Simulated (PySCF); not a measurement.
Compound: C5H7F.
Numbering: `[F:1][C@@:2]12[CH2:3][CH2:4][C@@H:5]1[CH2:6]2` (hydrogens: H7, H8 on C3; H9, H10 on C4; H11 on C5; H12, H13 on C6)

The calculation used PBE0-D3(BJ)/def2-SVP geometry optimisation, gas phase in PySCF 2.14.0.

(1) Give the optimised bond lengths and angles.

Results:

(1) 
```tsv
bond	length (Å)	order
F1–C2	1.347	single
C2–C3	1.512	single
C3–C4	1.556	single
C4–C5	1.526	single
C5–C6	1.512	single
C2–C5	1.510	single
C2–C6	1.481	single
C3–H7	1.099	single
C3–H8	1.102	single
C4–H9	1.102	single
C4–H10	1.099	single
C5–H11	1.092	single
C6–H12	1.098	single
C6–H13	1.093	single
```

Orders are formal, as drawn. A selection of angles:
```tsv
angle	degrees
F1–C2–C3	122.2
F1–C2–C5	129.7
F1–C2–C6	121.2
C3–C2–C5	92.2
C3–C2–C6	113.4
C5–C2–C6	60.7
C2–C3–C4	88.3
C2–C3–H7	111.2
C2–C3–H8	116.9
C4–C3–H7	111.6
C4–C3–H8	118.3
H7–C3–H8	109.2
C3–C4–C5	89.9
C3–C4–H9	115.9
C3–C4–H10	112.7
C5–C4–H9	115.1
C5–C4–H10	113.7
H9–C4–H10	108.7
C4–C5–C6	109.1
C4–C5–H11	126.3
C6–C5–H11	121.7
C2–C5–C4	89.5
C2–C5–C6	58.7
C2–C5–H11	130.6
C5–C6–H12	121.2
C5–C6–H13	114.0
C2–C6–C5	60.6
C2–C6–H12	122.0
C2–C6–H13	113.3
H12–C6–H13	115.0
```

Dihedral angles: F1–C2–C3–C4 144° (anticlinal); C2–C3–C4–C5 -3° (synperiplanar); C3–C4–C5–C6 59° (synclinal); C4–C5–C6–C2 -77° (synclinal); F1–C2–C5–C4 -139° (anticlinal); F1–C2–C6–C5 -121° (anticlinal).

The 4-membered ring C2–C3–C4–C5 has internal angles of 88.3° to 92.2°; it is almost planar, 0.02 Å rms from its mean plane, widest ring torsion 3°. The 6 C–C bonds span 1.481 Å (C2–C6, drawn single) to 1.556 Å (C3–C4, drawn single), a spread of 0.075 Å. The 3-membered ring C2–C5–C6 has internal angles of 58.7° to 60.7°.

Point group: C1 (no symmetry element, even within 0.4 Å). PBE0-D3(BJ)/def2-SVP frequencies: not computed here.
